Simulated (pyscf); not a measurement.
PySCF, gas phase, ωB97X-D3(BJ)/def2-SVP geometries.

**Question.** `[OH][Al]([OH])[F]` + `[NH3]` → `[OH2]` + `[NH2][Al]([OH])[F]`
Surface: singlet. Broken: Al–O, H–N. Formed: H–O, Al–N. Give ΔE‡ and ΔE from M06-2X/def2-TZVP, relative to the separated reactants.

**Answer.** ΔE‡ = -0.46 eV, ΔE = +0.44 eV. ωB97M-D3(BJ)/def2-TZVP gives -0.33 eV and +0.46 eV. Zero-point energy shifts the barrier by +0.01 eV. It is a four-centre exchange, with an imaginary mode of 878i cm⁻¹. On the reactant side the descent ends in an adduct with a Al–N contact, 1.56 eV under the separated species and 1.16 eV under the saddle at ωB97X-D3(BJ)/def2-TZVP. On the product side the descent ends in an adduct with a Al–O contact, 0.99 eV under the separated species and 0.15 eV under the saddle at ωB97X-D3(BJ)/def2-TZVP. At M06-2X the saddle lies under the separated reactants, which points to a path from their complex (located at ωB97X-D3(BJ) alone). At M06-2X the saddle lies under the separated products, which points to a path from their complex (located at ωB97X-D3(BJ) alone), and parting the products costs more than the saddle. What is counted as formed (Al–N) is already present as a longer contact in the reactant adduct; forming that adduct is a step of its own. What is counted as broken (Al–O) persists as a longer contact in the product adduct; parting that adduct is a step of its own. This is the saddle that the search found; another between the same sides may lie lower.
